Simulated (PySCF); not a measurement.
Isomers of C6H6. The calculation used PBE0-D3(BJ)/def2-SVP geometry optimisation, gas phase in PySCF 2.14.0. One conformer each; no zero-point energy, no entropy. No frequencies were run at this level. Point groups hold within 0.08 Å.

Question: Rank from lowest to highest electronic energy at this level (kcal/mol).
A. bicyclo[2.2.0]hexa-2,5-diene (`C1=CC2C=CC12`)
B. `C#CC#CCC` (1,3-hexadiyne)

Answer: A (0.0), B (8.2).

As drawn, the lower has a four-membered ring and a C=C bond outside aromatic rings, which the higher lacks; the higher has a C≡C bond, which the lower lacks.

| SMILES | E (Eh) | E rel (kcal/mol) | dipole (D) | point group | A, B, C (MHz) |
| --- | --- | --- | --- | --- | --- |
| C1=CC2C=CC12 | -231.68472 | 0.0 | 0.01 | C2v | 7873, 4490, 3499 |
| C#CC#CCC | -231.67166 | 8.2 | 1.32 | Cs | 21877, 1326, 1270 |

Question: How do the relative energies change in single points at wB97X-D/def2-SVPD (no added dispersion term) on the same geometries?

Answer: 
| SMILES | PBE0-D3(BJ)/def2-SVP (kcal/mol) | wB97X-D/def2-SVPD (kcal/mol) | shift |
| --- | --- | --- | --- |
| C1=CC2C=CC12 | 0.0 | 0.0 | 0.0 |
| C#CC#CCC | 8.2 | 6.7 | -1.5 |

Each column counts from its own lowest isomer. The order is unchanged; the largest shift is 1.5 kcal/mol.
